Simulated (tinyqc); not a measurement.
Worked calculation: extended Hueckel theory, for CO. One step of it, computed by the program tinyqc.

Question. Wolfsberg-Helmholz matrix. H_ij = K' S_ij (H_ii + H_jj)/2 for i != j (the diagonal keeps H_ii), with K' = K + D^2 + D^4 (1 - K), D = (H_ii - H_jj)/(H_ii + H_jj), K = 1.75.

overlap S:
```
            1C 2s    1C 2px    1C 2py     1C 2pz     2O 2s    2O 2px    2O 2py     2O 2pz
1C 2s    1.000000  0.000000  0.000000   0.000000  0.473559  0.000000  0.000000  -0.349675
1C 2px   0.000000  1.000000  0.000000   0.000000  0.000000  0.301162  0.000000   0.000000
1C 2py   0.000000  0.000000  1.000000   0.000000  0.000000  0.000000  0.301162   0.000000
1C 2pz   0.000000  0.000000  0.000000   1.000000  0.536183  0.000000  0.000000  -0.275518
2O 2s    0.473559  0.000000  0.000000   0.536183  1.000000  0.000000  0.000000   0.000000
2O 2px   0.000000  0.301162  0.000000   0.000000  0.000000  1.000000  0.000000   0.000000
2O 2py   0.000000  0.000000  0.301162   0.000000  0.000000  0.000000  1.000000   0.000000
2O 2pz  -0.349675  0.000000  0.000000  -0.275518  0.000000  0.000000  0.000000   1.000000
```

diagonal H_ii (eV): 1C 2s -21.400000, 1C 2px -11.400000, 1C 2py -11.400000, 1C 2pz -11.400000, 2O 2s -32.300000, 2O 2px -14.800000, 2O 2py -14.800000, 2O 2pz -14.800000

K = 1.750000

Give: H.

Answer.

H (eV):
```
           1C 2s    1C 2px    1C 2py    1C 2pz     2O 2s    2O 2px    2O 2py    2O 2pz
1C 2s   -21.4000    0.0000    0.0000    0.0000  -22.7590    0.0000    0.0000   11.2811
1C 2px    0.0000  -11.4000    0.0000    0.0000    0.0000   -6.9697    0.0000    0.0000
1C 2py    0.0000    0.0000  -11.4000    0.0000    0.0000    0.0000   -6.9697    0.0000
1C 2pz    0.0000    0.0000    0.0000  -11.4000  -22.7223    0.0000    0.0000    6.3763
2O 2s   -22.7590    0.0000    0.0000  -22.7223  -32.3000    0.0000    0.0000    0.0000
2O 2px    0.0000   -6.9697    0.0000    0.0000    0.0000  -14.8000    0.0000    0.0000
2O 2py    0.0000    0.0000   -6.9697    0.0000    0.0000    0.0000  -14.8000    0.0000
2O 2pz   11.2811    0.0000    0.0000    6.3763    0.0000    0.0000    0.0000  -14.8000
```
